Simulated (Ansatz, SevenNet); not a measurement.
Black phosphorus, elastic constant C11

Reference value: 193 GPa (measured, temperature not stated, no zero-point or thermal correction, axes: 1 zigzag (a = 3.32 Å), 2 across the layers (b), 3 armchair (c); as tabulated in Pogna et al. (2022), arXiv:2206.03736).

```
level (code)           value (GPa)  cell (Å³/atom)
---------------------  -----------  --------------
SevenNet-0 (SevenNet)   (withheld)           20.99
r²SCAN (Ansatz)                204           20.70
HSE06 (Ansatz)                 205           20.84
```

**Question.** Fill in the missing entries.

**Answer.** 
- SevenNet-0 (SevenNet), value (GPa): 53.6

Differences against the reference: SevenNet-0 -72 %, r²SCAN +5.7 %, HSE06 +6.2 %.

The reference's temperature isn't stated, so close values are not ranked against it. Off by more than 25 % (a bound picked here): SevenNet-0 (-72 %).

The reference has no zero-point or thermal correction, while the calculations are for a static lattice, so the differences are not the levels' errors alone. A static lattice is as a rule stiffer than a warm one, by over a tenth in soft solids.  r²SCAN, HSE06: the cell comes from a level without a dispersion term, which matters for the spacing of layers, chains or molecules. Each level is taken at its own relaxed cell. Cutoffs and k meshes differ between the levels. Ansatz's density-functional and Hartree–Fock values are scalar-relativistic unless marked +SOC, with PAW data made under PBE.

Machine-learned potentials (SevenNet-0) are trained on DFT data, which may include these solids.

Differences are worked out from the printed values.

Ansatz is an electronic-structure program.
